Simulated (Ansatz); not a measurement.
# C3H3F (SMILES C#CCF): single points off equilibrium

The task here is to estimate one member of a computed series from the others.

Computed with Ansatz 0.2.0, Gaussian basis. Level: single points in def2-TZVPP.

Cores are frozen in the correlated methods.

## Where the work starts

SMILES `C#CCF`, 7 atoms, charge 0, spin multiplicity 1.

Atoms are counted from 1 here; the program's logs count them from 0.

Bond lengths: C1–C2 1.135 Å, C1–H5 1.154 Å, C2–C3 1.478 Å, C3–F4 1.355 Å, C3–H6 1.039 Å, C3–H7 1.188 Å. Angles: C2–C1–H5 174.5°, C1–C2–C3 175.7°, C2–C3–F4 111.3°, C2–C3–H6 105.9°, C2–C3–H7 107.2°, F4–C3–H6 108.4°, F4–C3–H7 110.2°, H6–C3–H7 113.7°.

Geometry (Å):

```
atom    x (Å)    y (Å)    z (Å)
  C1  -1.0561   0.8714  -0.9277
  C2  -0.2841   0.3178  -0.3067
  C3   0.6389  -0.4664   0.5405
  F4   0.1352  -1.6940   0.8131
  H5  -1.8076   1.5266  -1.5085
  H6   1.5067  -0.5841  -0.0184
  H7   0.7976   0.1449   1.5473
```

Set-up of the first run:

run/in.yaml

```yaml
crystal:
  periodic: [false, false, false]
  atoms:
    - {symbol: C, position_ang: [-1.056100, 0.871400, -0.927700]}
    - {symbol: C, position_ang: [-0.284100, 0.317800, -0.306700]}
    - {symbol: C, position_ang: [0.638900, -0.466400, 0.540500]}
    - {symbol: F, position_ang: [0.135200, -1.694000, 0.813100]}
    - {symbol: H, position_ang: [-1.807600, 1.526600, -1.508500]}
    - {symbol: H, position_ang: [1.506700, -0.584100, -0.018400]}
    - {symbol: H, position_ang: [0.797600, 0.144900, 1.547300]}
basis:
  gaussian: {orbitals: def2-TZVPP}
correlation: {method: ccsd_t}
output: {forces: true}
```

No record of the launch command was kept for these runs.

Among the steps run: CCSD(T)/def2-TZVPP; PBE0-D4/def2-TZVPP; wB97M-V/def2-TZVPP; r2SCAN-D4/def2-TZVPP; PBE-D4/def2-TZVPP; SPW92/def2-TZVPP; LC-wPBE/def2-TZVPP.

One of the session's tables, all rows but one given; the rest of the session is left out.

```
   method  RMS force component (eV/Å)  angle to CCSD(T) forces (°)  dipole (D)
  CCSD(T)                       3.666                    reference        1.61
  PBE0-D4                       3.381                          2.8        1.59
  wB97M-V                       3.292                          2.7        1.60
r2SCAN-D4                       3.464                          2.5        1.55
   PBE-D4                       3.629                          3.4        1.49
    SPW92                       3.498                          5.4        1.56
  LC-wPBE                           ?                            ?           ?
```

**Question.** Estimate the row for LC-wPBE.

The run gave: RMS force component (eV/Å): 3.170; angle to CCSD(T) forces (°): 4.0; dipole (D): 1.65. In the column «RMS force component (eV/Å)» it is the lowest.
